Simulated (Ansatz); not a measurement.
A nudged elastic band was laid between two geometries of C$_{4}$H$_{5}$ (9 atoms, charge -1, multiplicity 1).

All numbers below come from RKS B3LYP/6-31G* in Ansatz 0.2.0.

```json
{
  "movable images": "5",
  "climbing image": "yes",
  "spring": "5.0 eV/Å²",
  "optimiser": "quadratic models (default)",
  "start path": "through a guess of the saddle point",
  "force threshold": "0.03 eV/Å",
  "iteration limit": "60",
  "end points": "relaxed"
}
```

Initial state:

```xyz
9
Properties=species:S:1:pos:R:3
C -0.081 1.854 -0.985
C -0.368 0.666 -0.408
C -0.756 -0.438 0.111
C 0.110 -1.466 0.788
H 0.175 1.942 -2.045
H -0.089 2.793 -0.426
H 1.196 -1.230 0.881
H 0.056 -2.441 0.269
H -0.242 -1.682 1.814
```

Final state:

```xyz
9
Properties=species:S:1:pos:R:3
C -0.083 1.503 -1.002
C -0.061 0.165 -1.029
C -0.343 -0.725 0.041
C 0.430 -1.168 1.086
H 0.175 2.115 -1.883
H -0.354 2.126 -0.124
H 1.426 -0.764 1.265
H -1.314 -1.241 -0.059
H 0.125 -2.011 1.706
```

What changes between the two ends?

Bonds broken: C4–H8. Bonds formed: C3–H8.

What energy profile does the band end with?

It converged. The highest image is number 3 of 0 to 6, 2.31 eV above the first end and 2.23 eV above the last; the last end lies 0.07 eV above the first. Neighbouring images differ by up to 1.8 eV, so the band resolves the path poorly. A vibrational analysis at the climbing image gives one clearly imaginary mode, 1591i cm⁻¹: a first-order saddle point. The orbitals stay closed-shell, which can raise the energy where a bond breaks towards radicals; this wasn't checked here. Limits of this set-up: an anion without diffuse functions, the dipole of an ion depends on the origin.

| image | path coordinate (Å) | energy (eV) | C4–H8 (Å) | C3–H8 (Å) |
| --- | --- | --- | --- | --- |
| 0 | 0.00 | 0.00 | 1.11 | 2.17 |
| 1 | 0.58 | 0.04 | 1.10 | 2.10 |
| 2 | 1.15 | 0.76 | 1.11 | 1.75 |
| 3 | 1.73 | 2.31 | 1.39 | 1.26 |
| 4 | 2.51 | 0.54 | 1.95 | 1.09 |
| 5 | 3.29 | 0.17 | 2.08 | 1.10 |
| 6 | 4.07 | 0.07 | 2.09 | 1.10 |

What is the geometry of the highest image?


```xyz
9
Properties=species:S:1:pos:R:3:forces:R:3
C -0.148 1.785 -1.046 0.00 0.00 -0.01
C -0.251 0.652 -0.347 0.00 0.01 0.01
C -0.458 -0.447 0.321 -0.01 -0.01 -0.01
C 0.344 -1.467 0.983 -0.01 -0.01 0.00
H 0.146 1.817 -2.106 0.00 0.00 0.00
H -0.329 2.780 -0.614 0.00 0.00 0.00
H 1.415 -1.343 1.236 0.00 0.00 0.00
H -0.530 -1.636 -0.086 0.00 0.01 0.00
H -0.188 -2.140 1.659 0.00 0.00 0.00
```

Run time: 4.4 min on 1 thread of Arm Neoverse V1, with other jobs on the host, peak memory 0.23 GiB.
